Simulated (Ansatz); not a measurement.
The cluster Li3H3. Charge 0, multiplicity 1. Geometry r2SCAN-D4/def2-TZVP, basis def2-TZVP, Ansatz.

Cartesian coordinates in Å:
```
Li 0.671 -1.878 -2.343
Li -0.272 -0.095 0.003
Li 2.100 0.350 -0.712
H -1.517 0.590 1.436
H 1.004 0.952 0.470
H -1.987 0.081 1.145
```

```csv
run,HOMO (eV),LUMO (eV)
A,-3.12,-1.60
B,-3.67,-0.95
C,-3.68,-1.08
D,-4.89,0.08
E,-3.13,-1.39
```

In the singlet, H4 and H6 lie 0.75 Å apart (atoms count from 1), so H2 has formed as a molecule. Another isomer (singlet) lies 1.71 eV lower at PBE0-D4/def2-TZVP; other spin states weren't run for this one.

Task: The runs used PBE, PBE0, r2SCAN, r2SCAN0, ωB97M-V. Estimate which is which.

Result: A PBE (0 % exact exchange); B r2SCAN0 (25 % exact exchange); C PBE0 (25 % exact exchange); D ωB97M-V (range-separated); E r2SCAN (0 % exact exchange). Exact exchange lowers occupied and raises empty levels; among semilocal functionals meta-GGAs tend to open the gap a little, and such runs are hard to tell apart. The gap grows from 1.51 eV (PBE) to 4.97 eV (ωB97M-V). The restricted singlet is unstable towards broken spin symmetry in Hartree–Fock (as tested in another run); at PBE-D4/def2-TZVP, r2SCAN0-D4/def2-TZVP, PBE0-D4/def2-TZVP, ωB97M-V/def2-TZVP and others this wasn't settled.
